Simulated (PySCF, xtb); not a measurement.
H2S, SMILES S.

GFN2-xTB (xtb) at its own geometry gives an orbital gap of 5.21 eV and a dipole moment of 1.97 D.

Geometry: PBE-D3(BJ)/def2-TZVPD.

Q: What does PySCF with ωB97X/def2-TZVPD give? (An estimate is asked for; the answer gives what the named calculation found.)

A: gap 11.78 eV (levels -10.00 and 1.78 eV), dipole 1.05 D.
